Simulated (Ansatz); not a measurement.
Basis-set series for `O[SiH]O` radical. The species carries charge 0 and has multiplicity 2. The structure was optimised at the PBE0-D4/def2-TZVP level. It is one conformer, not always the lowest.

```tsv
functional	basis	functions	energy (Eh)	HOMO (eV)	LUMO (eV)
PBE0-D4	def2-SVP	61	-441.27831	-5.53	-1.74
PBE0-D4	def2-QZVPP	274	-441.60510	-5.77	-1.90
ωB97M-V	def2-SVP	61	-441.48531	-7.31	-0.06
ωB97M-V	def2-QZVPP	274	-441.81525	-7.57	-0.38
```

**Question.** Give the rows for def2-TZVPP. (An estimate is asked.)

**Answer.** The calculation gave: 
```tsv
functional	basis	functions	energy (Eh)	HOMO (eV)	LUMO (eV)
PBE0-D4	def2-TZVPP	146	-441.58518	-5.71	-1.81
ωB97M-V	def2-TZVPP	146	-441.79625	-7.50	-0.24
```

HOMO and LUMO are taken over both spins.

All numbers were calculated with Ansatz.
